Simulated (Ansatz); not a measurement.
Born–Oppenheimer molecular dynamics of CH8AlN (11 atoms, charge 0, multiplicity 1). It starts at the highest image of a converged band. Of that band: The profile has 2 maxima (images 1, 3) with wells between them (image 2): this band takes more than one step, which may be the mechanism or a detour left from its start path. Neighbouring images differ by up to 1.3 eV, so the band resolves the path poorly. A vibrational analysis at the climbing image gives one clearly imaginary mode, 926i cm⁻¹: a first-order saddle point.

Computed with RKS LDA/6-31G* (Ansatz).

- ensemble: NVE (velocity Verlet)
- time step: 0.5 fs
- steps asked: 200
- starting velocities drawn for: 300 K
- seed: 11924

First frame:

```xyz
11
Properties=species:S:1:pos:R:3
Al 0.136 -0.488 -0.086
H -0.444 0.420 1.436
H 1.655 -0.020 -0.268
H -1.064 -0.281 -1.125
N -0.097 -1.922 1.117
H -0.921 -2.525 1.024
C 1.002 -2.553 1.810
H 1.463 -3.385 1.236
H 1.800 -1.805 1.983
H 0.703 -2.950 2.802
H -0.440 -0.533 1.627
```

How far do the bonds stretch over the last three quarters of this one trajectory? (Pairs bonded in most of those frames.)


```json
{"bond": "Al1–H2", "mean (Å)": "1.629", "spread (Å)": "0.034", "shortest": "1.57", "longest": "1.69"}
{"bond": "Al1–H3", "mean (Å)": "1.628", "spread (Å)": "0.014", "shortest": "1.61", "longest": "1.66"}
{"bond": "Al1–H4", "mean (Å)": "1.633", "spread (Å)": "0.050", "shortest": "1.55", "longest": "1.71"}
{"bond": "Al1–N5", "mean (Å)": "2.206", "spread (Å)": "0.141", "shortest": "1.92", "longest": "2.38"}
{"bond": "N5–H6", "mean (Å)": "1.036", "spread (Å)": "0.023", "shortest": "0.98", "longest": "1.10"}
{"bond": "N5–C7", "mean (Å)": "1.476", "spread (Å)": "0.026", "shortest": "1.43", "longest": "1.52"}
{"bond": "N5–H11", "mean (Å)": "1.060", "spread (Å)": "0.087", "shortest": "0.93", "longest": "1.19"}
{"bond": "C7–H8", "mean (Å)": "1.104", "spread (Å)": "0.009", "shortest": "1.09", "longest": "1.12"}
{"bond": "C7–H9", "mean (Å)": "1.105", "spread (Å)": "0.018", "shortest": "1.08", "longest": "1.13"}
{"bond": "C7–H10", "mean (Å)": "1.107", "spread (Å)": "0.008", "shortest": "1.09", "longest": "1.12"}
```

Mean temperature of the second half: 606 K. The conserved energy stayed within 0.58 meV per atom of its start (net change 0.41 meV per atom), so the integration is sound. The kinetic energy rose, since the run started high on the potential surface and went downhill. A run of 0.1 ps of so small a system gives no equilibrium averages. The orbitals stay closed-shell, which can raise the energy where a bond breaks towards radicals; this wasn't checked here.

The run took 4 min on 1 thread of Arm Neoverse V2 (shared host), peak memory 0.1 GiB.
